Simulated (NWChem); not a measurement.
# C5H10 (3-methyl-1-butene) at 4 levels

Aim: a comparison of 4 runs (HF/STO-3G, HF/3-21G, B3LYP/6-31G*) of C5H10 (3-methyl-1-butene). 

The calculation is run with NWChem 7.3.0.

44 further runs of the same task are left out: 44 set aside as unsound or not needed.

## (1) The molecule

C5H10 has 15 atoms, charge 0, and is taken as a singlet. SMILES: `C=CC(C)C`. The C3–C4 distance was set to 2.750 Å, away from the relaxed value. At this shape a bond of the SMILES string is far longer than usual.

Bond lengths: C1–C2 1.326 Å, C2–C3 1.499 Å, C3–C5 1.518 Å, C1–H6 1.084 Å, C1–H7 1.084 Å, C2–H8 1.089 Å, C3–H9 1.100 Å, C4–H10 1.093 Å, C4–H11 1.093 Å, C4–H12 1.094 Å, C5–H13 1.092 Å, C5–H14 1.094 Å, C5–H15 1.092 Å. Some angles: C1–C2–C3 127.0°, C2–C3–C5 113.9°, C1–C2–H8 118.4°, C3–C2–H8 114.6°, C2–C1–H6 121.1°, C2–C1–H7 122.2°, C2–C3–H9 106.5°, C5–C3–H9 108.0°, C3–C5–H13 111.7°, C3–C5–H14 111.0°.

## (2) The energy at HF/STO-3G (run 1)

The input, input.nw:

```
start input
title "C5H10"
memory stack 880 mb heap 220 mb global 1100 mb
geometry units angstrom noautosym nocenter noautoz
C       -1.824843       1.697759       1.664190
C       -0.724643       0.958559       1.635590
C        0.397557       1.050559       0.646490
C        0.789600      -1.393500      -0.552500
C        0.217157       2.145859      -0.389310
H       -2.583543       1.541959       2.422190
H       -2.013043       2.482959       0.940390
H       -0.601143       0.183759       2.391390
H        1.305957       1.275459       1.224290
H        0.944200      -2.181400       0.188800
H        1.663700      -1.370700      -1.208000
H       -0.080500      -1.667700      -1.155400
H        0.106157       3.127659       0.076290
H       -0.668443       1.961459      -1.004310
H        1.081257       2.185959      -1.056210
end
basis spherical bse
* library STO-3G
end
scf
thresh 1e-08
maxiter 80
end
task scf energy
```

Launch:

```
$ nwchem input.nw > input.out
```

What it wrote:

```text
[...]
  functions       =    35
[...]
  wavefunction    = RHF
[...]
         Total SCF energy =   -192.545265924877
      One-electron energy =   -576.737070342145
      Two-electron energy =    224.288942618721
 Nuclear repulsion energy =    159.902861798547
        Time for solution =      4.4s
[...]
```

Wall time 5.4 s (1 thread of Intel Xeon 6975P-C (Granite Rapids), shared host); peak memory 0.096 GiB.

## (3) A single-point energy at HF/3-21G (run 2)

The input, sp.nw:

```
START sp
TITLE "C5H10"
memory stack 880 mb heap 220 mb global 1100 mb
GEOMETRY units angstroms noautosym nocenter noautoz
 C     -1.824843     1.697759     1.664190
 C     -0.724643     0.958559     1.635590
 C      0.397557     1.050559     0.646490
 C      0.789600    -1.393500    -0.552500
 C      0.217157     2.145859    -0.389310
 H     -2.583543     1.541959     2.422190
 H     -2.013043     2.482959     0.940390
 H     -0.601143     0.183759     2.391390
 H      1.305957     1.275459     1.224290
 H      0.944200    -2.181400     0.188800
 H      1.663700    -1.370700    -1.208000
 H     -0.080500    -1.667700    -1.155400
 H      0.106157     3.127659     0.076290
 H     -0.668443     1.961459    -1.004310
 H      1.081257     2.185959    -1.056210
END
BASIS spherical bse
 * library 3-21G
END
SCF
 thresh 1e-08
 maxiter 80
 print medium
END
TASK scf
```

Launch:

```
$ nwchem sp.nw > sp.out
```

What it wrote:

```text
[...]
  functions       =    65
[...]
  wavefunction    = RHF
[...]
         Total SCF energy =   -193.880886722594
      One-electron energy =   -576.412015084081
      Two-electron energy =    222.628266562941
 Nuclear repulsion energy =    159.902861798547
        Time for solution =      4.7s
[...]
```

Run time: 5.7 s. Hardware: 1 thread of Intel Xeon 6975P-C (Granite Rapids), shared host; peak memory 0.096 GiB.

Run 3 isn't shown in full; the table further down has it.

## (4) A single-point energy at B3LYP/6-31G(d) (Cartesian functions) (run 4)

The input, mol.nw:

```
start mol
title "C5H10"
memory stack 880 mb heap 220 mb global 1100 mb

geometry noautosym nocenter noautoz
  C    -1.824843    1.697759    1.664190
  C    -0.724643    0.958559    1.635590
  C     0.397557    1.050559    0.646490
  C     0.789600   -1.393500   -0.552500
  C     0.217157    2.145859   -0.389310
  H    -2.583543    1.541959    2.422190
  H    -2.013043    2.482959    0.940390
  H    -0.601143    0.183759    2.391390
  H     1.305957    1.275459    1.224290
  H     0.944200   -2.181400    0.188800
  H     1.663700   -1.370700   -1.208000
  H    -0.080500   -1.667700   -1.155400
  H     0.106157    3.127659    0.076290
  H    -0.668443    1.961459   -1.004310
  H     1.081257    2.185959   -1.056210
end

basis
  * library 6-31G*
end

dft
  xc b3lyp
  mult 1
  grid fine
  convergence energy 1e-08
  iterations 100
  mulliken
  print medium
end

task dft energy
```

Launch:

```
$ nwchem mol.nw > mol.out
```

What it wrote:

```text
[...]
          Wavefunction type:  closed shell.
          No. of atoms     :    15
          No. of electrons :    40
[...]
          Charge           :     0
          Spin multiplicity:     1
[...]
          AO basis - number of functions:    95
[...]
              XC Information
              --------------
                         B3LYP Method XC Potential
                     Hartree-Fock (Exact) Exchange  0.200
                        Slater Exchange Functional  0.800 local
                    Becke 1988 Exchange Functional  0.720 non-local
              Lee-Yang-Parr Correlation Functional  0.810
                  VWN I RPA Correlation Functional  0.190 local
[...]
 d= 0,ls=0.0,diis     1   -196.3247218277 -3.56D+02  1.08D-02  5.91D-01     3.8
[...]
 d= 0,ls=0.0,diis    12   -196.3914371762 -2.79D-09  2.30D-07  3.18D-10    38.5
         Total DFT energy =     -196.391437176228
      One electron energy =     -578.808396783065
           Coulomb energy =      253.176363894041
    Exchange-Corr. energy =      -30.662266085750
 Nuclear repulsion energy =      159.902861798547
[...]
      Total Density - Mulliken Population Analysis
     ---------------------------------------------
    Atom       Charge   Shell Charges
 -----------   ------   -------------------------------------------------------
    1 C    6     6.33   1.99  0.70  2.06  0.58  0.98  0.01
    2 C    6     6.08   1.99  0.71  2.05  0.51  0.81  0.01
    3 C    6     6.08   1.99  0.71  1.93  0.62  0.83  0.01
    4 C    6     6.51   1.99  0.69  1.94  0.75  1.12  0.01
    5 C    6     6.48   1.99  0.68  2.13  0.64  1.01  0.03
    6 H    1     0.86   0.53  0.33
    7 H    1     0.86   0.53  0.33
    8 H    1     0.87   0.53  0.33
    9 H    1     0.85   0.53  0.33
   10 H    1     0.85   0.52  0.33
[...]
```

Run time: 39 s. Hardware: 1 thread of Intel Xeon 6975P-C (Granite Rapids), shared host; peak memory 0.12 GiB.

## (5) All runs side by side

```
run                               level  iteration cap  module  energy (Eh)  dipole moment (D)  HOMO energy (eV)  LUMO energy (eV)  wall time
  1                           HF/STO-3G             80     scf  -192.545266               0.51             -5.39              3.37      5.4 s
  2                            HF/3-21G             80     scf  -193.880887               0.44             -7.56              1.62      5.7 s
  3  B3LYP/6-31G* (spherical functions)            100     dft  -196.387587               0.47                 –                 –       40 s
  4  B3LYP/6-31G* (Cartesian functions)            100     dft  -196.391437               0.47             -5.72             -2.18       39 s
```

## (6) Outcome

| quantity | value |
| --- | --- |
| run 4: total energy | -196.39144 Eh |
| run 4: dipole moment | 0.47 D |
| run 4: HOMO energy | -5.72 eV |
| run 4: LUMO energy | -2.18 eV |
| run 4: HOMO–LUMO gap | 3.53 eV |

**Reading.** The dipole moment (its size) runs from 0.44 D (HF/3-21G) to 0.51 D (HF/STO-3G). Over runs 1, 2, 4 the HOMO–LUMO gap runs from 3.53 eV (B3LYP/6-31G*) to 9.18 eV (HF/3-21G). The two ends differ in method and basis. In run 1 the basis is minimal, so the values are rough. In runs 1, 2, 3, 4 a closed-shell determinant meets a far-stretched bond, which it describes badly. All runs together took 91 s, the longest 40 s.
